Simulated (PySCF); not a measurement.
**CH5BS− (SMILES [BH2-]SC) at UCCSD/6-31+G(d) (Cartesian functions)**

Aim: the vertical electron affinity of CH5BS− at UCCSD/6-31+G* (Cartesian functions), from 2 runs. Input form: a Python script.

The calculation is run with PySCF 2.14.0.

## 1. Starting point

CH5BS− has 8 atoms, charge -1, and is taken as a doublet. As SMILES, `[BH2-]SC`. The shape is that of a GFN2-xTB optimisation.

Bond lengths: B1–S2 1.760 Å, B1–H4 1.195 Å, B1–H5 1.193 Å, C3–H6 1.082 Å, C3–H7 1.081 Å, C3–H8 1.082 Å. Angles: S2–B1–H4 121.1°, S2–B1–H5 120.2°, H4–B1–H5 118.6°, H6–C3–H7 112.6°, H6–C3–H8 112.4°, H7–C3–H8 112.6°. A long bond or contact: S2–C3 2.175 Å.

## 2. The charge distribution at UCCSD/6-31+G(d) (Cartesian functions)

Input file job.py:

```python
from pyscf import gto, cc

system = gto.M(
    atom='''
B     -1.784242     1.920264    -1.888384
S      1.284825     0.636838    -1.898929
C      1.526218    -1.595836     1.543245
H     -3.596376     0.615994    -2.229593
H     -2.087694     4.134343    -1.592472
H      1.334468    -0.272234     3.089967
H      3.349710    -2.516548     1.517790
H     -0.026929    -2.922820     1.458377
''',
    unit='bohr',
    charge=-1,
    verbose=4,
    max_memory=1860,
    cart=True,
    spin=1,
    basis='6-31+g*',
)

mf = system.UHF()
mf.kernel()

mycc = cc.CCSD(mf)
mycc.kernel()
energy = mycc.e_tot
print('E(%s) = %.9f' % ('CCSD', energy))
dip = mf.dip_moment()
pop, q = mf.mulliken_pop()
quad = mf.quad_moment()
dm_corr = mycc.make_rdm1(ao_repr=True)
dip_corr = mf.dip_moment(system, dm_corr)
```

Run with:

```bash
$ OMP_NUM_THREADS=1 python job.py
```

Output:

```text
PySCF version 2.14.0

[... 101 lines left out ...]
converged SCF energy = -462.925572918839  <S^2> = 0.84546437  2S+1 = 2.0932887
[... 11 lines left out ...]
Init t2, MP2 energy = -0.366094804740375
[... 19 lines left out ...]
UCCSD converged
[... 3 lines left out ...]
WARN: System has nonzero charge -1; the dipole moment is origin-dependent.
[... 2 lines left out ...]
Dipole moment(X, Y, Z, Debye):  0.60299, -3.05743,  4.46056
[... 14 lines left out ...]
cycle = 1  norm(lambda1,lambda2) = 0.0260125
cycle = 2  norm(lambda1,lambda2) = 0.00559932
cycle = 3  norm(lambda1,lambda2) = 0.00288001
cycle = 4  norm(lambda1,lambda2) = 0.00143793
cycle = 5  norm(lambda1,lambda2) = 0.000782405
cycle = 6  norm(lambda1,lambda2) = 0.000361362
cycle = 7  norm(lambda1,lambda2) = 0.000196369
cycle = 8  norm(lambda1,lambda2) = 0.000100879
cycle = 9  norm(lambda1,lambda2) = 5.83043e-05
cycle = 10  norm(lambda1,lambda2) = 2.40899e-05
cycle = 11  norm(lambda1,lambda2) = 1.04515e-05
cycle = 12  norm(lambda1,lambda2) = 5.25495e-06
cycle = 13  norm(lambda1,lambda2) = 2.55128e-06
cycle = 14  norm(lambda1,lambda2) = 1.32387e-06
cycle = 15  norm(lambda1,lambda2) = 7.06937e-07

WARN: System has nonzero charge -1; the dipole moment is origin-dependent.
Location of origin: [0. 0. 0.]

Dipole moment(X, Y, Z, Debye):  0.60418, -2.74833,  3.87510
```

Run time: 3.2 min. Hardware: 1 thread of Arm Neoverse V2, shared host; peak memory 1.1 GiB.

Atomic charges (e):

```csv
atom,Mulliken
B1,-0.318
S2,-0.427
C3,-0.573
H4,-0.105
H5,-0.097
H6,+0.179
H7,+0.157
H8,+0.183
```

## 3. Singlet [CH5BS]2− at the same level

Input file run.py:

```python
import numpy
from pyscf import gto, scf, cc, lo

molecule = gto.M(
    atom='''
B     -1.784242     1.920264    -1.888384
S      1.284825     0.636838    -1.898929
C      1.526218    -1.595836     1.543245
H     -3.596376     0.615994    -2.229593
H     -2.087694     4.134343    -1.592472
H      1.334468    -0.272234     3.089967
H      3.349710    -2.516548     1.517790
H     -0.026929    -2.922820     1.458377
''',
    max_memory=1860,
    unit='bohr',
    charge=-2,
    basis='6-31+g*',
    cart=True,
    verbose=4,
    spin=0,
)

calc0 = scf.RHF(molecule)
calc0.kernel()
if not calc0.converged:
    calc0 = calc0.newton().run(calc0.mo_coeff, calc0.mo_occ)

mycc = cc.CCSD(calc0)
mycc.kernel()
e_final = mycc.e_tot
print('E(%s) = %.9f' % ('CCSD', e_final))
dip = calc0.dip_moment()
pop, q = calc0.mulliken_pop()
quad = calc0.quad_moment()
occ = calc0.mo_coeff[:, calc0.mo_occ > 0]
iaos = lo.vec_lowdin(lo.iao.iao(molecule, occ), calc0.get_ovlp())
c = iaos.T @ calc0.get_ovlp() @ occ
pop_iao, q_iao = scf.hf.mulliken_pop(lo.iao.reference_mol(molecule), (c * calc0.mo_occ[calc0.mo_occ > 0]) @ c.T, numpy.eye(c.shape[0]), verbose=0)
print('IAO charges', numpy.round(q_iao, 4))
dm_corr = mycc.make_rdm1(ao_repr=True)
dip_corr = calc0.dip_moment(molecule, dm_corr)
```

Run with:

```bash
$ OMP_NUM_THREADS=1 python run.py
```

Output:

```text
PySCF version 2.14.0

[... 75 lines left out ...]
converged SCF energy = -462.726599059418
[... 11 lines left out ...]
Init t2, MP2 energy = -463.134929052208  E_corr(MP2) -0.408329992789617
[... 18 lines left out ...]
CCSD converged
[... 3 lines left out ...]
WARN: System has nonzero charge -2; the dipole moment is origin-dependent.
[... 2 lines left out ...]
Dipole moment(X, Y, Z, Debye):  1.36049, -2.68744,  2.11157
[... 83 lines left out ...]
IAO charges [-0.9119 -0.3388 -0.8304 -0.0779 -0.0726  0.0803  0.0561  0.0951]
cycle = 1  norm(lambda1,lambda2) = 0.0473311
cycle = 2  norm(lambda1,lambda2) = 0.011023
cycle = 3  norm(lambda1,lambda2) = 0.00918405
cycle = 4  norm(lambda1,lambda2) = 0.00520343
cycle = 5  norm(lambda1,lambda2) = 0.00217123
cycle = 6  norm(lambda1,lambda2) = 0.00107969
cycle = 7  norm(lambda1,lambda2) = 0.00069955
cycle = 8  norm(lambda1,lambda2) = 0.000377759
cycle = 9  norm(lambda1,lambda2) = 0.000205724
cycle = 10  norm(lambda1,lambda2) = 9.68417e-05
cycle = 11  norm(lambda1,lambda2) = 4.50609e-05
cycle = 12  norm(lambda1,lambda2) = 2.27027e-05
cycle = 13  norm(lambda1,lambda2) = 1.18063e-05
cycle = 14  norm(lambda1,lambda2) = 4.51892e-06

WARN: System has nonzero charge -2; the dipole moment is origin-dependent.
Location of origin: [0. 0. 0.]

Dipole moment(X, Y, Z, Debye):  0.51678, -1.81525,  1.75254
```

It took 47 s on 1 thread of Arm Neoverse V2, shared host; peak memory 0.36 GiB.

Atomic charges (e):

| atom | Mulliken | IAO |
| --- | --- | --- |
| B1 | -1.285 | -0.912 |
| S2 | -0.926 | -0.339 |
| C3 | -0.148 | -0.830 |
| H4 | -0.103 | -0.078 |
| H5 | -0.089 | -0.073 |
| H6 | +0.193 | +0.080 |
| H7 | +0.166 | +0.056 |
| H8 | +0.191 | +0.095 |

## 4. What came out

Level: UCCSD/6-31+G* (Cartesian functions).

| quantity | value |
| --- | --- |
| doublet CH5BS−: total energy | -463.33567 Eh |
| doublet CH5BS−: HOMO energy (Hartree–Fock orbitals) (highest over α and β) | -0.75 eV |
| doublet CH5BS−: LUMO energy (Hartree–Fock orbitals) (lowest over α and β) | 5.20 eV |
| doublet CH5BS−: correlation energy | -410.1 mEh |
| doublet CH5BS−: ⟨S²⟩ of the reference determinant | 0.845 |
| doublet CH5BS−: T1 diagnostic | 0.018 |
| singlet [CH5BS]2−: total energy | -463.16979 Eh |
| singlet [CH5BS]2−: HOMO energy (Hartree–Fock orbitals) | 4.70 eV |
| singlet [CH5BS]2−: LUMO energy (Hartree–Fock orbitals) | 8.03 eV |
| singlet [CH5BS]2−: HOMO–LUMO gap (to an unbound level, set by the basis) | 3.34 eV |
| singlet [CH5BS]2−: correlation energy | -443.2 mEh |
| singlet [CH5BS]2−: T1 diagnostic | 0.024 |
| vertical electron affinity (to the singlet dianion) | -4.514 eV |

In words: The dianion lies 4.51 eV (104 kcal/mol) above the anion: the electron isn't bound at this level, and such a value depends on the basis. Mulliken charges (doublet CH5BS−) of the mean-field density run from -0.57 on C3 to +0.18 on H8; in a basis this large or diffuse they mean little. The T1 diagnostic (singlet [CH5BS]2−) of 0.024 is above the customary mark for such species, so a single reference may not serve. The HOMO (singlet [CH5BS]2−) lies at positive energy, 4.70 eV: the electron is unbound at this level or held by a compact basis; values depend on the basis.
